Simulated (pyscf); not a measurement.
PySCF, gas phase, ωB97X-D3(BJ)/def2-SVP geometries. MP2 and CC: frozen core, UHF for open shells. ΔMP2 is the change of the MP2 total energy from the triple- to the quadruple-zeta basis.

**Question.** What is the homolytic dissociation enthalpy (298 K, CCSD(T)/def2-TZVPP + ΔMP2(QZVPP)) of the C–H bond of :HC–CH=CH₂ [singlet], to •HC=C=CH₂ + H•?

**Answer.** C–H to •HC=C=CH₂ + H•: 30.7 kcal/mol. The radicals are drawn with the spin at the cut bond; how far it spreads was not checked. :HC–CH=CH₂ [singlet] lies 61.9 kcal/mol over its isomer H₂C=C=CH₂, and others may lie lower still (electronic energy, ωB97M-D3(BJ)). Other isomers of •HC=C=CH₂ were not searched in full and may lie lower. A restricted singlet here is unstable towards spin polarisation, as is usual where a triplet lies low; its energy is less safe. The CCSD(T) − MP2 part came from Ansatz, without density fitting, on the same reference. A UHF reference is spin-contaminated (<S²> up to 0.98), which harms MP2 most.
